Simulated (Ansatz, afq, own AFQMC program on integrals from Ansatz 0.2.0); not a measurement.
# BeLi⁻, singlet: AFQMC among the cluster methods

```yaml
atoms:
  - { symbol: Li, position_ang: [0.0000, 0.0000, 0.0000] }
  - { symbol: Be, position_ang: [0.0000, 0.0000, 3.2890] }
```

Basis aug-cc-pVDZ. Noble-gas cores (and the filled d shells of Ga–Kr and In–Xe) are frozen. Ansatz 0.2.0 and our own AFQMC program on the same integrals; the CISD trial comes from CCSD amplitudes, and released means the phaseless constraint is let go. ± is one standard error of the sampling.

Determinant: RHF, the one that the program's search chose, which needn't be the lowest solution. The geometry is a point of a scan.

Full CI on the same integrals is exact in this basis and with this determinant's frozen core.

Cautions: restricted determinant unstable towards unrestricted (UHF 428 meV lower, ⟨S²⟩ 0.89); strong correlation (T1 0.062, weight of the determinant 0.78, largest double 0.17); the released energy hasn't reached full CI (39 meV above it at 2.40 1/Eh), so no released level is given (meV from the phaseless value at times in 1/Eh: -6 ± 12 at 0.24, -8 ± 12 at 0.51, -6 ± 11 at 0.99, -12 ± 9 at 1.62, -11 ± 10 at 2.40).

```
T1 diagnostic                               : 0.0618
weight of the determinant in the CISD state : 0.784
size of the correlated space                : 4 electrons in 44 orbitals
```

```
  level  correlation energy (eV)
    MP2                  -1.3773
   CCSD                  -2.1091
CCSD(T)                  -2.1999
```

**Question.** Estimate where phaseless AFQMC with a CISD trial lies against CCSD(T) on the same integrals.

**Answer.** 1.3 ± 1.0 kJ/mol above CCSD(T). The gap is under twice the noise, so this walk alone can't tell the two apart.

Reference: full CI, correlation energy -2.237 eV. The cautions show a poor starting determinant, so the rows tell how each method copes with it here, and full CI is the sure value.

| level | E − E(reference) (kJ/mol) | share of correlation (%) |
| --- | --- | --- |
| CCSD(T) | 3.6 | 98.35 |
| CCSDT | 0.9 | 99.60 |
| CCSDT(Q) | 0.2 | 99.91 |
| ph-AFQMC/CISD | 4.9 ± 1.0 | 97.73 |

CCSDT and higher add their correlation energy to the determinant of the CCSD(T) run, since their own runs factorise the integrals more tightly (a shift of under 2 meV). A walk keeps the symmetry of its determinant, which the program's search chose and which needn't be the lowest solution, so a lower state of the same spin and another symmetry isn't excluded.
